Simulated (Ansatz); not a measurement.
Ansatz (a quantum-chemistry and plane-wave program) input (HF/3-21G): The .json file is the Basis Set Exchange's 3-21G.

Ansatz 0.2 input:
```yaml
crystal:
  periodic: [false, false, false]
  atoms:
    - {symbol: O, position_ang: [1.08859700, 0.24944300, -0.42728400]}
    - {symbol: C, position_ang: [0.04658500, 0.36233700, 0.22026600]}
    - {symbol: H, position_ang: [-0.09898000, 1.22977900, 0.88845600]}
    - {symbol: C, position_ang: [-1.01080800, -0.58309000, 0.15833000]}
    - {symbol: H, position_ang: [-1.91279600, -0.45200400, 0.74149300]}
    - {symbol: H, position_ang: [-0.91166100, -1.44880100, -0.48325300]}
basis:
  gaussian:
    orbitals: 3-21G.json
hamiltonian:
  xc: {name: HF}
magnetization: {spin_polarized: true, initial_magnetization: 1}
relax: {f_tol: 0.003, max_steps: 120}
```

Output:

```
Functional definition: HF
integrals: 0.00 GiB planned
435 factors; integrals over basis functions are off by at most 6.6e-4 eV
mean field: 0.07 GiB planned
mean field evaluation 1: about -4117.9170 eV, gradient 2.2e1 eV
mean field evaluation 2: about -4118.0554 eV, gradient 2.2e1 eV
mean field evaluation 4: about -4120.6921 eV, gradient 3.0e0 eV
mean field evaluation 8: about -4121.0899 eV, gradient 2.6e-1 eV
mean field evaluation 16: about -4116.5420 eV, gradient 1.6e1 eV
mean field evaluation 32: about -4119.7500 eV, gradient 5.1e-1 eV
mean field -4121.09233985 eV, -151.4473501128 hartree, gradient 1.8e-5 eV, S^2 0.961960; 0 other end points of the search recorded, 0 dependent functions left out
the calculation of the forces begins
reference -4121.09233985 eV, -151.4473501128 hartree; 12, 11 occupied and 21, 22 virtual orbitals, 435 factors
relax step   1: F+E_penalty+E_count = -4121.09233985 eV  Δ(F+E_penalty+E_count) = +0.000e0 eV  max|allowed force component| = 2.807e0 eV/Å  Δτ_max = 0.0000 Å  (92 SCF iters, accepted)
these checks for a lower state are left out or cut short: starts, cluster_reference, orbital_swaps, neighbouring_geometries, increment
integrals: 0.00 GiB planned
435 factors; integrals over basis functions are off by at most 6.7e-4 eV
mean field: 0.07 GiB planned
mean field -4121.16914504 eV, -151.4501726514 hartree, gradient 1.1e-5 eV, S^2 0.987260; 0 other end points of the search recorded, 0 dependent functions left out
the calculation of the forces begins
reference -4121.16914504 eV, -151.4501726514 hartree; 12, 11 occupied and 21, 22 virtual orbitals, 435 factors
relax step   2: F+E_penalty+E_count = -4121.16914504 eV  Δ(F+E_penalty+E_count) = -7.681e-2 eV  max|allowed force component| = 1.696e0 eV/Å  Δτ_max = 0.0209 Å  (62 SCF iters, accepted)
these checks for a lower state are left out or cut short: starts, cluster_reference, orbital_swaps, neighbouring_geometries, increment
integrals: 0.00 GiB planned
435 factors; integrals over basis functions are off by at most 6.7e-4 eV
mean field: 0.07 GiB planned
mean field evaluation 64: about -4121.2029 eV, gradient 1.1e-5 eV
mean field -4121.20293774 eV, -151.4514145101 hartree, gradient 1.0e-5 eV, S^2 0.999387; 0 other end points of the search recorded, 0 dependent functions left out
the calculation of the forces begins
reference -4121.20293774 eV, -151.4514145101 hartree; 12, 11 occupied and 21, 22 virtual orbitals, 435 factors
relax step   3: F+E_penalty+E_count = -4121.20293774 eV  Δ(F+E_penalty+E_count) = -3.379e-2 eV  max|allowed force component| = 3.144e-1 eV/Å  Δτ_max = 0.0215 Å  (58 SCF iters, accepted)
these checks for a lower state are left out or cut short: starts, cluster_reference, orbital_swaps, neighbouring_geometries, increment
integrals: 0.00 GiB planned
435 factors; integrals over basis functions are off by at most 6.7e-4 eV
mean field: 0.07 GiB planned
mean field -4121.20549519 eV, -151.4515084947 hartree, gradient 1.2e-5 eV, S^2 1.006920; 0 other end points of the search recorded, 0 dependent functions left out
the calculation of the forces begins
reference -4121.20549519 eV, -151.4515084947 hartree; 12, 11 occupied and 21, 22 virtual orbitals, 435 factors
relax step   4: F+E_penalty+E_count = -4121.20549519 eV  Δ(F+E_penalty+E_count) = -2.557e-3 eV  max|allowed force component| = 8.429e-2 eV/Å  Δτ_max = 0.0114 Å  (54 SCF iters, accepted)
these checks for a lower state are left out or cut short: starts, cluster_reference, orbital_swaps, neighbouring_geometries, increment
integrals: 0.00 GiB planned
435 factors; integrals over basis functions are off by at most 6.7e-4 eV
mean field: 0.07 GiB planned
mean field -4121.20589737 eV, -151.4515232747 hartree, gradient 1.5e-5 eV, S^2 1.004947; 0 other end points of the search recorded, 0 dependent functions left out
the calculation of the forces begins
reference -4121.20589737 eV, -151.4515232747 hartree; 12, 11 occupied and 21, 22 virtual orbitals, 435 factors
relax step   5: F+E_penalty+E_count = -4121.20589737 eV  Δ(F+E_penalty+E_count) = -4.022e-4 eV  max|allowed force component| = 2.216e-2 eV/Å  Δτ_max = 0.0045 Å  (47 SCF iters, accepted)
these checks for a lower state are left out or cut short: starts, cluster_reference, orbital_swaps, neighbouring_geometries, increment
integrals: 0.00 GiB planned
435 factors; integrals over basis functions are off by at most 6.7e-4 eV
mean field: 0.07 GiB planned
mean field -4121.20594014 eV, -151.4515248466 hartree, gradient 8.8e-6 eV, S^2 1.004993; 0 other end points of the search recorded, 0 dependent functions left out
the calculation of the forces begins
reference -4121.20594014 eV, -151.4515248466 hartree; 12, 11 occupied and 21, 22 virtual orbitals, 435 factors
relax step   6: F+E_penalty+E_count = -4121.20594014 eV  Δ(F+E_penalty+E_count) = -4.277e-5 eV  max|allowed force component| = 9.770e-3 eV/Å  Δτ_max = 0.0026 Å  (40 SCF iters, accepted)
these checks for a lower state are left out or cut short: starts, cluster_reference, orbital_swaps, neighbouring_geometries, increment
integrals: 0.00 GiB planned
435 factors; integrals over basis functions are off by at most 6.7e-4 eV
mean field: 0.07 GiB planned
mean field evaluation 96: about -4121.2059 eV, gradient 4.2e-5 eV
mean field -4121.20594248 eV, -151.4515249323 hartree, gradient 4.2e-5 eV, S^2 1.004972; 0 other end points of the search recorded, 0 dependent functions left out
the calculation of the forces begins
reference -4121.20594248 eV, -151.4515249323 hartree; 12, 11 occupied and 21, 22 virtual orbitals, 435 factors
relax step   7: F+E_penalty+E_count = -4121.20594248 eV  Δ(F+E_penalty+E_count) = -2.331e-6 eV  max|allowed force component| = 7.230e-4 eV/Å  Δτ_max = 0.0004 Å  (37 SCF iters, accepted)
integrals: 0.00 GiB planned
435 factors; integrals over basis functions are off by at most 6.7e-4 eV
mean field: 0.07 GiB planned
mean field evaluation 128: about -4120.1783 eV, gradient 1.5e0 eV
mean field evaluation 160: about -4120.2600 eV, gradient 2.7e-1 eV
mean field -4121.20594248 eV, -151.4515249323 hartree, gradient 4.2e-5 eV, S^2 1.004972; 4 other end points of the search recorded, 0 dependent functions left out
the calculation of the forces begins
reference -4121.20594248 eV, -151.4515249323 hartree; 12, 11 occupied and 21, 22 virtual orbitals, 435 factors
Total energy: -4121.20594248 eV, -151.4515249323 hartree
Atom 0 at     1.111094     0.240027    -0.445998 Å, force    -0.000274    -0.000256    -0.000023 eV/Å
Atom 1 at     0.011633     0.360062     0.237874 Å, force     0.000212    -0.000276    -0.000304 eV/Å
Atom 2 at    -0.105480     1.214289     0.881509 Å, force    -0.000127     0.000662     0.000519 eV/Å
Atom 3 at    -1.007176    -0.572943     0.163223 Å, force    -0.000309    -0.000723    -0.000321 eV/Å
Atom 4 at    -1.905028    -0.455422     0.734919 Å, force     0.000635    -0.000100    -0.000416 eV/Å
Atom 5 at    -0.904106    -1.428349    -0.473520 Å, force    -0.000136     0.000693     0.000545 eV/Å
Dipole moment:    -0.467511    -0.041632     0.227930 e Å
```

The geometry given is a B3LYP-D3(BJ)/def2-TZVP minimum.

The determinant is spin-contaminated: <S^2> is 1.00 against 0.75 for a pure state.
